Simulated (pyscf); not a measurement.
HO–AlH₂ + water (H₂O) → water (H₂O) + HO–AlH₂ (four-centre exchange; singlet surface; Al–O, H–O broken, H–O, Al–O formed). Structures and frequencies: ωB97X-D3(BJ)/def2-SVP in PySCF. Correlated levels are frozen-core, on RHF or UHF. ΔMP2 is the change of the MP2 total energy from the triple- to the quadruple-zeta basis. Energies in eV from the separated reactants.

| level | barrier | reaction energy |
|---|---|---|
| ωB97X-D3(BJ)/def2-TZVP | -0.58 | 0.00 |
| B3LYP-D3(BJ)/def2-TZVP | -0.54 | 0.00 |
| ωB97M-D3(BJ)/def2-TZVP | -0.54 | 0.00 |
| MP2/def2-QZVPP | -0.50 | 0.00 |
| CCSD/def2-TZVPP | -0.40 | 0.00 |
| CCSD(T)/def2-TZVPP | … | 0.00 |
| CCSD(T)/def2-TZVPP + ΔMP2(QZVPP) | … | 0.00 |

Problem. Fill in the missing entries.

Solution. 
- CCSD(T)/def2-TZVPP, barrier: -0.47
- CCSD(T)/def2-TZVPP + ΔMP2(QZVPP), barrier: -0.46

On the reactant side the descent ends in an adduct with a Al–O contact, 0.97 eV under the separated species and 0.39 eV under the saddle at ωB97X-D3(BJ)/def2-TZVP. On the product side the descent ends in an adduct with a Al–O contact, 0.97 eV under the separated species and 0.39 eV under the saddle at ωB97X-D3(BJ)/def2-TZVP. At ωB97X-D3(BJ), B3LYP-D3(BJ), ωB97M-D3(BJ), MP2, CCSD, CCSD(T), CCSD(T) the saddle lies under the separated reactants, which points to a path from their complex (located at ωB97X-D3(BJ) alone). At ωB97X-D3(BJ), B3LYP-D3(BJ), ωB97M-D3(BJ), MP2, CCSD, CCSD(T), CCSD(T) the saddle lies under the separated products, which points to a path from their complex (located at ωB97X-D3(BJ) alone). What is counted as formed (Al–O) is already present as a longer contact in the reactant adduct; forming that adduct is a step of its own. What is counted as broken (Al–O) persists as a longer contact in the product adduct; parting that adduct is a step of its own. One saddle was located; it need not be the lowest between these sides. The CCSD(T) − MP2 part came from Ansatz, without density fitting, on the same reference.
